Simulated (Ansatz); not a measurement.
This geometry of AlClH₃O (6 atoms, charge 1, multiplicity 1) is a first-order saddle point.

The calculation used RKS CAM-B3LYP-D4/def2-SVP in Ansatz.

```xyz
6
Properties=species:S:1:pos:R:3
O -0.592 0.208 -0.741
Al 0.616 -0.001 0.722
Cl 0.681 -1.967 1.247
H -0.372 0.086 -1.685
H -1.560 0.317 -0.669
H 1.227 1.358 1.126
```

Question: Which two structures does it join? (They come from a converged band through this point; their orientation in space is the band's.)

Answer: No bond is made or broken. The dihedral H5–O1–Al2–Cl3 goes from 180 to 0°. The two ends are copies of one structure, up to a mirror image or an exchange of like atoms.

Initial state:

```xyz
6
Properties=species:S:1:pos:R:3
O -0.660 0.114 -0.650
Al 0.637 0.054 0.703
Cl 1.410 -1.830 0.652
H -0.878 -0.641 -1.231
H -1.217 0.880 -0.887
H 0.707 1.423 1.412
```

Final state:

```xyz
6
Properties=species:S:1:pos:R:3
O -0.661 0.115 -0.649
Al 0.638 0.051 0.702
Cl 1.411 -1.834 0.652
H -1.214 0.886 -0.882
H -0.883 -0.637 -1.233
H 0.709 1.420 1.411
```

Question: How far does it lie above each of them?

Answer: 5.1 kcal/mol above the first and 5.1 kcal/mol above the second. This is the barrier of this one path; another mechanism may lie lower. Limits of this set-up: the dipole of an ion depends on the origin.

Run time: 75 s on 1 CPU thread of a shared host.
